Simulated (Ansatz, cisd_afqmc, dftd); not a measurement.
Species: CH₂O₂, charge 0, singlet. CH2O2 (SMILES O=CO).
B3LYP-D3(BJ)/def2-TZVP minimum from Ansatz (a program for electronic structure):
```xyz
5

O     -1.0316    -0.4355    -0.0191
C      0.0042     0.4206     0.0039
O      1.1586     0.1057     0.0179
H     -0.6697    -1.3375    -0.0221
H     -0.3712     1.4518     0.0079
```

Property: atomisation energy (electronic, to ground-state atoms), in kcal/mol. UHF or UKS for unpaired electrons; spin-orbit terms are left out. Correlated methods leave the cores frozen. Rows without X2C or -DK are non-relativistic. AFQMC is phaseless with a CISD trial state; ± is one standard error, without the phaseless bias. Outlying blocks are dropped, and bars are widened where a walk drifts. Over all cases where full CI ran beside it in this data, AFQMC minus full CI had a median of +0.1 mEh and passed +0.4 mEh in a tenth of the cases. CBS(X,Y): correlation extrapolated as X^-3, Hartree-Fock from the larger set (Q,5: extrapolated as (X+1)exp(-9√X)). A bracket is a step between two methods taken in the basis named. The functionals are non-relativistic, so their misses hold any scalar relativity. Double hybrids freeze cores in their MP2 part. '+ core + X2C': CCSD(T) terms for core correlation (cc-pwCVTZ) and scalar relativity (cc-pVTZ-DK). For partners of very few electrons the exact lower level stands in for a higher one.

| level | program | atomisation energy (kcal/mol) | difference against the last row |
|---|---|---|---|
| PBE0-D3(BJ)/def2-TZVPD | Ansatz + dftd3 | 500.2 | -2.1 |
| B2GP-PLYP/def2-TZVPD | Ansatz | 492.8 | -9.5 |
| MP2/CBS(cc-pVQZ,cc-pV5Z) | Ansatz | 520.6 | 18.3 |
| CCSD/cc-pVQZ | Ansatz | 482.3 | -20.0 |
| CCSDT(Q)/cc-pVDZ | Ansatz | 458.7 | -43.6 |
| AFQMC/CISD/cc-pVDZ | cisd_afqmc | 458.7 ± 0.3 | -43.6 |
| CCSD(T)/CBS(cc-pVQZ,cc-pV5Z) + [AFQMC/CISD - CCSD(T)]/cc-pVDZ + core + X2C | Ansatz + cisd_afqmc | 502.4 ± 0.3 | 0.1 |
| CCSD(T)/CBS(cc-pVQZ,cc-pV5Z) + [CCSDT(Q) - CCSD(T)]/cc-pVDZ + core + X2C | Ansatz | 502.3 | 0.0 |
